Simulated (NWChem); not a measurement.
System: Na2; SMILES [Na][Na]

Results from NWChem. The level has its own optimisation; frequencies are unscaled.

### Question
Estimate the computed values for Hartree-Fock/3-21G. Quantities: r Na–Na (Å); highest harmonic frequency (cm⁻¹); zero-point energy (kcal/mol).

### Answer
```
Quantity                           Result
---------------------------------  ------
r Na–Na (Å)                         3.229
highest harmonic frequency (cm⁻¹)     155
zero-point energy (kcal/mol)          0.2
```
